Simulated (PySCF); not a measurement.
Gas-phase reaction: 3 Si + SiCl4 → 4 SiCl

Method: PySCF energies plus ideal-gas RRHO corrections (1 bar). 'Table' is the NASA 1993 thermochemical table (part measured, part estimated). After a fit of one offset per element over all species, the range-separated, M06-2X, PBE0/def2-QZVP and CCSD(T)/def2-TZVPP enthalpies, where run, lie to one side of the table for SiCl (-55 kJ/mol): a fault of the table's entry, another state or a shared error of the levels is possible; this was not checked at source. † marks an energy on the PBE0/def2-TZVP geometry and frequencies; other levels use their own. 6-31G* has spherical d functions here. Open shells (unrestricted): Si (multiplicity 3, electronic degeneracy 9), SiCl (multiplicity 2, electronic degeneracy 4); the rest are closed-shell singlets. Spin-orbit splitting is ignored; it lowers the true energy and changes the entropy of Si, SiCl. B3LYP is the form with VWN-RPA correlation. For this reaction the table lies outside the span of B3LYP, CCSD(T), M06-2X, MP2, PBE0, r2SCAN, ωB97M-V, ωB97X-V in their largest bases here; which side is off was not settled. The harmonic model lacks anharmonicity and excited electronic states, which grow with temperature; levels with a mode under 35 cm⁻¹ are left out. The table's entry may be an old estimate for SiCl4, SiCl (not checked at source).

log10 K (1 bar standard state):

```csv
T (K),table,B3LYP/6-31G*,B3LYP/def2-TZVP†,BLYP/def2-TZVP†
800,-1.1,16.0,16.4,18.7
1000,0.1,13.8,14.1,16.0
1800,2.1,9.8,9.9,10.9
2000,2.4,9.2,9.3,10.2
2500,2.7,8.2,8.2,9.0
```
Ten kJ in ΔG° is worth 0.65 decades in K at 800 K and 0.21 at 2500 K.
